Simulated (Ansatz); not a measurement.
Input file:

```yaml
crystal:
  periodic: [false, false, false]
  atoms:
    - {symbol: Ge, position_ang: [-1.013744, 0.000000, 0.000000]}
    - {symbol: H, position_ang: [-1.525194, 1.446599, 0.000000]}
    - {symbol: H, position_ang: [-1.525194, -0.723300, 1.252792]}
    - {symbol: H, position_ang: [-1.525194, -0.723299, -1.252792]}
    - {symbol: H, position_ang: [0.749256, 0.000000, 0.000000]}
    - {symbol: Si, position_ang: [2.759256, 0.000000, 0.000000]}
basis:
  gaussian: {orbitals: cc-pVDZ}
magnetization: {spin_polarized: false, initial_magnetization: 2}
correlation: {active_space: {ras: {orbitals: [5, 2, 39], electrons: 12, max_holes: 2, max_particles: 2}, fixed_orbitals: true}}
accuracy: high
scf: {lower_state_search: light}
```

```sh
$ ansatz run in.yaml --threads 1 --pin off --events-out ev --progress --plain --max-ram 2393MiB
```

The program prints:

```
1404 factors; integrals over basis functions are off by at most 4.8e-9 eV
mean field evaluation 1: about -64394.2274 eV, gradient 1.1e1 eV
mean field evaluation 2: about -64394.2360 eV, gradient 1.1e1 eV
mean field evaluation 4: about -64395.0954 eV, gradient 8.4e-1 eV
mean field evaluation 8: about -64395.1016 eV, gradient 1.0e-3 eV
mean field evaluation 16: about -64394.4113 eV, gradient 8.9e-1 eV
mean field evaluation 32: about -64395.0245 eV, gradient 2.8e0 eV
mean field -64395.10159011 eV, -2366.4763348689 hartree, gradient 1.8e-8 eV, S^2 2.000000; 7 other end points of the search recorded, 0 dependent functions left out
reference -64395.10159011 eV, -2366.4763348689 hartree; 26, 24 occupied and 39, 41 virtual orbitals, 1404 factors
state -64400.46627620 eV, -2366.6734834463 hartree
Total energy: -64400.46627620 eV, -2366.6734834463 hartree
```

Natural occupations: 1.9766 1.9662 1.9662 1.9609 1.9417 0.9910 0.9910 0.0351 0.0230 0.0173 0.0160 0.0160 0.0088 0.0088 0.0071 0.0071 0.0064 0.0061 0.0061 0.0054 0.0054 0.0043 0.0042 0.0042.

Ran on 1 thread of Intel Xeon Platinum 8259CL, shared host: 14 s wall, 0.18 GiB peak host memory.
